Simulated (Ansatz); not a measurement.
Ansatz input

```yaml
crystal:
  lattice:
    - [-1.4980751061, 1.4980751061, 1.4980751061]
    - [1.4980751061, -1.4980751061, 1.4980751061]
    - [1.4980751061, 1.4980751061, -1.4980751061]
  atoms:
    - { symbol: V, position: [0.0, 0.0, 0.0], spin: 1.0, spin_axis: [0, 0, 1] }
hamiltonian:
  xc: pbe
  pseudopotentials:
    kind: paw_fr
    azcp:
      V: "pseudopotentials/V.paw.azcp"
basis:
  ecutwfc: 420
  fft_grid_basis: typed
kpoints:
  mp_grid: { grid: [15, 15, 15], shift: [0, 0, 0] }
magnetization:
  noncollinear: true
  spin_orbit: true
scf:
  occupations: { method: fermi_dirac, width: 0.05 }
```

and its output:

```
Engine: ansatz 0.2.0, aarch64-unknown-linux-gnu
Pseudopotentials: kind: paw_fr
Pseudopotential: V, paw_fr, valence charge 13, recommended cutoff 420 eV (normal) 
Functional definition: PBE
  parameter kappa = 0.804
  parameter beta = 0.06672455060314922
  exchange = pbe_x(kappa = kappa, mu = beta*pi^2/3)
  correlation = pbe_c(beta = beta)
Crystal: 1 atoms, lattice volume = 13.448 Å³
Basis set: ecut = 420 eV, 249 PW (Γ)
Bands: 22, of which v1, the nominal top of the filled ones, is band 13 counted from 1 (12 counted from 0)
Symmetry: 8 space group operations + 8 with time reversal
Magnetic group: BNS 139.537 (UNI 1197), of the structure as read, at distance tolerance 2.4e-5 Å
k-points: 288 of 3375 (time reversal used)
Projection manifold: j_resolved (fully-relativistic pseudo-atomic orbitals)
Non-local potential: V, projectors of the file, l = 0: 3, l = 1: 4, l = 2: 6, l = 3: 2
PAW form: soft (Blöchl's): semilocal exchange-correlation on the pseudo side does not see the compensation charge
PAW one-centre angular grid: V, 590 points (default); XC on 64 Gauss nodes
Initial density: superposition of atomic densities (chi_scale 0.1, normalization cell)
Starting moments: Σ|m| = 1 μB on 1 of 1 site
Initial wavefunctions: pseudopotential atomic-orbital guess
Functional: x = pbe(κ = 0.804, μ = 0.2195149727645171), c = pbe(β = 0.06672455060314922)
SCF iter   1: F=—  HF=-2912.673071 eV  |F-HF|=—  |Δ(HF+E_count)|=         —  Δρ=1.03e-1  dr2=8.88e-1  dr2_m=3.29e-1  ethr=3.10e-3  |M|=5.08e-1 ∫|m|=5.08e-1 μB  |m|>n=0.0e0 m-floor=0.0e0 τ_xc=0.0e0 mc-row=0.0e0  β_m=0.30  ⟨swp⟩=5.8  Hψ=31641  notcnv=0  defer=51
SCF iter   2: F=—  HF=-2912.446038 eV  |F-HF|=—  |Δ(HF+E_count)|=   2.27e-1  Δρ=7.07e-2  dr2=3.57e-2  dr2_m=1.54e-1  ethr=3.10e-3  |M|=5.14e-1 ∫|m|=5.14e-1 μB  |m|>n=0.0e0 m-floor=0.0e0 τ_xc=1.7e-5 mc-row=0.0e0  β_m=0.30  ⟨swp⟩=2.9  Hψ=14136  notcnv=0  defer=672
SCF iter   3: F=—  HF=-2912.461700 eV  |F-HF|=—  |Δ(HF+E_count)|=   1.57e-2  Δρ=5.54e-2  dr2=5.82e-3  dr2_m=9.47e-2  ethr=2.74e-4  |M|=4.73e-1 ∫|m|=4.73e-1 μB  |m|>n=0.0e0 m-floor=0.0e0 τ_xc=3.1e-5 mc-row=0.0e0  β_m=0.30  ⟨swp⟩=2.1  Hψ=8865  notcnv=0  defer=674
SCF iter   4: F=—  HF=-2912.477111 eV  |F-HF|=—  |Δ(HF+E_count)|=   1.54e-2  Δρ=4.56e-2  dr2=2.00e-5  dr2_m=6.40e-2  ethr=4.48e-5  |M|=4.26e-1 ∫|m|=4.26e-1 μB  |m|>n=0.0e0 m-floor=0.0e0 τ_xc=4.0e-5 mc-row=0.0e0  β_m=0.30  ⟨swp⟩=2.0  Hψ=10748  notcnv=0  defer=674
SCF iter   5: F=—  HF=-2912.485686 eV  |F-HF|=—  |Δ(HF+E_count)|=   8.57e-3  Δρ=3.80e-2  dr2=8.33e-6  dr2_m=4.44e-2  ethr=1.54e-7  |M|=3.84e-1 ∫|m|=3.84e-1 μB  |m|>n=0.0e0 m-floor=0.0e0 τ_xc=4.6e-5 mc-row=0.0e0  β_m=0.30  ⟨swp⟩=2.0  Hψ=10149  notcnv=0  defer=674
SCF iter   6: F=—  HF=-2912.491645 eV  |F-HF|=—  |Δ(HF+E_count)|=   5.96e-3  Δρ=3.21e-2  dr2=3.58e-6  dr2_m=3.17e-2  ethr=6.41e-8  |M|=3.45e-1 ∫|m|=3.45e-1 μB  |m|>n=0.0e0 m-floor=0.0e0 τ_xc=5.0e-5 mc-row=0.0e0  β_m=0.30  ⟨swp⟩=2.4  Hψ=10113  notcnv=0  defer=674
SCF iter   7: F=—  HF=-2912.495980 eV  |F-HF|=—  |Δ(HF+E_count)|=   4.34e-3  Δρ=2.75e-2  dr2=4.97e-6  dr2_m=2.33e-2  ethr=2.76e-8  |M|=3.08e-1 ∫|m|=3.08e-1 μB  |m|>n=0.0e0 m-floor=0.0e0 τ_xc=5.0e-5 mc-row=0.0e0  β_m=0.30  ⟨swp⟩=2.4  Hψ=10480  notcnv=0  defer=674
SCF iter   8: F=—  HF=-2912.499263 eV  |F-HF|=—  |Δ(HF+E_count)|=   3.28e-3  Δρ=2.38e-2  dr2=5.74e-7  dr2_m=1.74e-2  ethr=2.76e-8  |M|=2.75e-1 ∫|m|=2.75e-1 μB  |m|>n=0.0e0 m-floor=0.0e0 τ_xc=4.9e-5 mc-row=0.0e0  β_m=0.30  ⟨swp⟩=2.3  Hψ=10719  notcnv=0  defer=674
Mixer restart at iter 8: flushing history
spin-set hold released at iteration 8 (site moments contracting): the magnetisation degrees of freedom join the quasi-Newton model from the next iteration; the mixer history was flushed
SCF iter   9: F=—  HF=-2912.501832 eV  |F-HF|=—  |Δ(HF+E_count)|=   2.57e-3  Δρ=2.08e-2  dr2=2.02e-6  dr2_m=1.33e-2  ethr=7.69e-10  |M|=2.45e-1 ∫|m|=2.45e-1 μB  |m|>n=0.0e0 m-floor=0.0e0 τ_xc=4.6e-5 mc-row=0.0e0  β_m=0.32  ⟨swp⟩=3.1  Hψ=14874  notcnv=0
SCF iter  10: F=—  HF=-2912.508735 eV  |F-HF|=—  |Δ(HF+E_count)|=   6.90e-3  Δρ=1.15e-2  dr2=5.11e-6  dr2_m=4.06e-3  ethr=4.42e-9  |M|=1.38e-1 ∫|m|=1.38e-1 μB  |m|>n=0.0e0 m-floor=0.0e0 τ_xc=2.9e-5 mc-row=0.0e0  β_m=0.80  ⟨swp⟩=3.4  Hψ=13526  notcnv=0  defer=671
SCF iter  11: F=—  HF=-2912.512670 eV  |F-HF|=—  |Δ(HF+E_count)|=   3.94e-3  Δρ=1.19e-3  dr2=7.32e-5  dr2_m=4.37e-5  ethr=4.42e-9  |M|=6.35e-3 ∫|m|=7.75e-3 μB  |m|>n=0.0e0 m-floor=0.0e0 τ_xc=7.5e-7 mc-row=0.0e0  β_m=0.81  ⟨swp⟩=3.1  Hψ=13308  notcnv=0  defer=671
SCF iter  12: F=—  HF=-2912.512727 eV  |F-HF|=—  |Δ(HF+E_count)|=   5.69e-5  Δρ=1.08e-3  dr2=1.25e-4  dr2_m=1.30e-5  ethr=4.42e-9  |M|=1.01e-2 ∫|m|=1.03e-2 μB  |m|>n=0.0e0 m-floor=0.0e0 τ_xc=8.5e-7 mc-row=0.0e0  β_m=0.63  ⟨swp⟩=3.4  Hψ=14491  notcnv=0  defer=667
SCF iter  13: F=—  HF=-2912.512710 eV  |F-HF|=—  |Δ(HF+E_count)|=   1.68e-5  Δρ=5.49e-4  dr2=1.21e-5  dr2_m=9.28e-6  ethr=4.42e-9  |M|=7.58e-3 ∫|m|=7.66e-3 μB  |m|>n=0.0e0 m-floor=0.0e0 τ_xc=4.3e-7 mc-row=0.0e0  β_m=0.78  ⟨swp⟩=2.9  Hψ=10643  notcnv=0  defer=667
SCF iter  14: F=—  HF=-2912.512722 eV  |F-HF|=—  |Δ(HF+E_count)|=   1.14e-5  Δρ=1.33e-4  dr2=3.48e-7  dr2_m=5.43e-7  ethr=4.42e-9  |M|=1.77e-3 ∫|m|=1.79e-3 μB  |m|>n=0.0e0 m-floor=0.0e0 τ_xc=3.8e-8 mc-row=0.0e0  β_m=0.89  ⟨swp⟩=2.2  Hψ=9670  notcnv=0  defer=667
SCF iter  15: F=—  HF=-2912.512722 eV  |F-HF|=—  |Δ(HF+E_count)|=   7.70e-7  Δρ=1.27e-5  dr2=3.23e-9  dr2_m=5.04e-9  ethr=7.69e-10  |M|=1.60e-4 ∫|m|=1.64e-4 μB  |m|>n=0.0e0 m-floor=0.0e0 τ_xc=8.4e-10 mc-row=0.0e0  β_m=0.94  ⟨swp⟩=1.0  Hψ=16837  notcnv=0
SCF iter  16: F=—  HF=-2912.512722 eV  |F-HF|=—  |Δ(HF+E_count)|=   7.62e-9  Δρ=6.45e-7  dr2=1.40e-11  dr2_m=1.59e-11  ethr=2.49e-11  |M|=6.61e-7 ∫|m|=4.75e-6 μB  |m|>n=0.0e0 m-floor=0.0e0 τ_xc=1.2e-11 mc-row=0.0e0  β_m=0.97  ⟨swp⟩=2.0  Hψ=11206  notcnv=0
SCF iter  17: F=-2912.512722 eV  HF=-2912.512722 eV  |F-HF|=9.09e-13  |Δ(HF+E_count)|=  5.18e-11  Δρ=1.10e-7  dr2=1.23e-13  dr2_m=4.89e-13  ethr=1.00e-12  |M|=1.31e-6 ∫|m|=1.36e-6 μB  |m|>n=0.0e0 m-floor=0.0e0 τ_xc=9.9e-14 mc-row=0.0e0  ⟨swp⟩=2.0  Hψ=11248  notcnv=0
WARN: the starting moments were not kept: the SCF closed with an absolute magnetisation of 1.3e-6 μB, where they sum to 1 μB in size (1 site). That is at most 0.1 of that sum. Measured as dr2_m measures the in/out step, that magnetisation stands 7.9e-13 eV from none, at or under the dr2_threshold of 1.0e-7 eV: it is no larger than a step whose dr2_m would equal this threshold. The system may hold no moment; this SCF shows only that its start led to no more than that. To try another start: raise the starting moments (crystal.atoms[].spin, magnetization.per_species, magnetization.initial_magnetization, or on a non-collinear deck that types none of these the spinor_matrix: blocks that start its atoms; where the total moment is fixed, keep their sum and leave initial_magnetization as it is; typed ones take the place of any that the run laid by itself, positive ones on a crystal's lanthanoids without a Hubbard term where scf.initial_density.shell_occupations: [] is typed) or, if the notice of its spin-set hold's release reads "site moments contracting" or "site moments show no strong build", lengthen the hold (scf.mixing.spin_hold: { on: { confirm: 4 } }; for m-r²SCAN on two components see the key's manual first). Each may lead to a state that holds a moment. A second SCF, from the converged charge density, with the starting moments and any scf.initial_density.shell_occupations laid on it anew, would have followed, and was not run: the deck does not ask for one (magnetization.retry_lost_moments is false, the default). To let it run, set magnetization.retry_lost_moments: true and run the deck again, where that key's refused combinations let it; where memory then withholds it, that run's warning says so.
SCF 1 converged in 17 iterations: F = -2912.512722 eV  dr2 = 1.23e-13
SCF converged after 17 iterations
Magnetization: |M| = 0.0000 μB,  M = (-0.0000, -0.0000, -0.0000) μB
Absolute magnetization: 0.0000 μB (∫|m|, with the PAW one-centre terms)
  site 0: m = (-0.0000, -0.0000, -0.0000) μB, |m| = 0.0000 μB  (R = 1.07 Å)
Free energy (F): -2912.512722 eV
Harris-Foulkes:  -2912.512722 eV  (|F-HF|=9.09e-13)
Internal energy: -2912.500050 eV  (E = F + TS)
E sigma→0 (E₀):  -2912.506386 eV
Entropy (-TS):   -0.012672 eV (-12.672 meV/atom)
Fermi energy:    16.573738 eV
--- Per-component energies (eV) ---
  E_band       = -143.968051
  E_kinetic    = 336.512343
  E_local      = -892.631245  (includes V_loc(G=0)·N_el)
  E_nonlocal   = -45.605789
  E_hartree    = 410.519535
  E_xc         = -130.541652
  E_vxc        = -165.503374  (∫ρ·V_xc dr)
  E_paw        = -1112.820173  (= ΣΔE_a)
  E_vpaw       = -197.779298  (= ΣTr[D̂ρ^β])
  E_aug_tail   = 0.000253  (compensation charges beyond the density's cutoff)
  E_ewald      = -1477.933323
  E_smearing   = -0.012672  (= −TS)
  E_closure    = -0.000000  (closes the sum)
  Σ components = -2912.512722   (vs F -2912.512722, Δ=0.00e0)
```
